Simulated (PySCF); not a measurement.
## EPR parameters of C5H10N

C5H10N (doublet state).
Geometry (GFN2-xTB, Å), atoms numbered from 1 in this order:
```
atom  x, y, z in Å
C1     2.325   -1.121   -0.313
N2     1.185   -0.732   -0.789
C3     0.335    0.125   -0.307
C4     0.698    1.147    0.729
C5    -1.059    0.111   -0.847
C6    -2.074   -0.312    0.219
H7     2.611   -1.025    0.730
H8     2.990   -1.646   -0.978
H9     0.639    0.705    1.726
H10    1.721    1.490    0.581
H11    0.023    1.999    0.688
H12   -1.101   -0.585   -1.686
H13   -1.323    1.109   -1.209
H14   -3.077   -0.327   -0.201
H15   -2.063    0.379    1.059
H16   -1.839   -1.308    0.587
```

The hyperfine couplings belong to this conformer and change with its torsions.

As a line formula: `C=N[C](C)CC` [radical].

Method used: UKS B3LYP, pcH-1 on C H N, non-relativistic, mean-field spin-orbit, GIAO in PySCF 2.14.0. Geometry: GFN2-xTB, one conformer, isolated molecule. A GFN2-xTB geometry isn't a minimum of the functional, and hyperfine couplings can be far from their values at a DFT geometry. The frame is twisted about the C1–N2 bond at this geometry (dihedral H7–C1–N2–C3 = 21°); couplings at other torsion angles weren't computed. No stability test was run, so a lower SCF solution isn't excluded.

```json
{"g1, g2, g3": "2.00212, 2.00232, 2.00259", "g_iso": "2.00234", "Form of g": "rhombic: the two nearest values differ by 44 % of g3 − g1", "⟨S²⟩": "0.7666 (exact 0.7500)", "Basis functions": "250"}
```

Isotropic coupling and dipolar principal values T1 to T3, in MHz:

```csv
atom,isotope,a_iso,T1,T2,T3,Mulliken spin population
C1,13C,60.7,-49.0,-47.2,96.2,0.62
N2,14N,4.4,-16.1,2.0,14.1,-0.09
C3,13C,63.1,-45.1,-43.4,88.5,0.50
C4,13C,-17.0,-1.7,-1.0,2.7,-0.03
C5,13C,-12.0,-1.2,0.0,1.2,-0.04
C6,13C,33.0,-2.2,-2.0,4.2,0.01
H7,1H,-34.5,-20.9,-1.3,22.2,-0.02
H8,1H,-35.8,-23.2,-1.9,25.1,-0.03
H9,1H,70.5,-3.0,-1.6,4.7,0.03
H10,1H,20.5,-3.8,-1.3,5.1,0.02
H11,1H,6.6,-3.1,-2.5,5.6,0.00
H12,1H,1.8,-3.1,-2.6,5.7,0.00
H13,1H,50.5,-2.9,-2.5,5.5,0.03
H14,1H,3.0,-1.6,-1.2,2.8,0.00
H15,1H,-1.3,-2.4,-1.4,3.8,0.00
H16,1H,-1.7,-2.9,-1.2,4.0,0.00
```

The largest Mulliken spin populations are on C1 (+0.62), C3 (+0.50) and N2 (-0.09). The angles at C1 add up to 359.8°, so it is planar.

C3, the radical centre as drawn in `C=N[C](C)CC`, holds a spin population of +0.50 out of 1.

Axes: g1 points within 6° of the C1–N2 bond and g2 points within 13° of the C3–C4 bond.

Under fast tumbling the dipolar parts average out, and these isotropic splittings remain: 1 × 1H (H8, I = 1/2, 2 lines) with 1.28 mT, 1 × 1H (H7, I = 1/2, 2 lines) with 1.23 mT, 3 × 1H (H9/H10/H11, I = 1/2, 4 lines) with 1.16 mT, 2 × 1H (H12/H13, I = 1/2, 3 lines) with 0.93 mT and 1 × 14N (N2, I = 1, 3 lines) with 0.16 mT.

Nuclei that the bonding pattern makes equivalent are averaged, as if the motion that swaps them (rotation, inversion, ring flip) were fast. The three 1H nuclei of mean +32.5 MHz run from 6.6 to 70.5 MHz in the frozen geometry. The 1H value of +26.2 MHz is a mean of couplings from 1.8 to 50.5 MHz in this one geometry, not an average over conformers.

The 13C coupling of C3 (63.1 MHz) shows only in satellite lines or after enrichment, since that isotope makes up about 1.07 % of natural carbon.

Examples of negative spin density at the nucleus (bohr⁻³): C4 (-0.0151), C5 (-0.0107) and H8 (-0.0080).

Time: 75 s wall (with the writing of density and orbital grids); peak memory 0.92 GiB. Hardware: one thread, Arm Neoverse N1 (aarch64), no GPU, shared host with 64 logical CPUs at a one-minute load of 56.
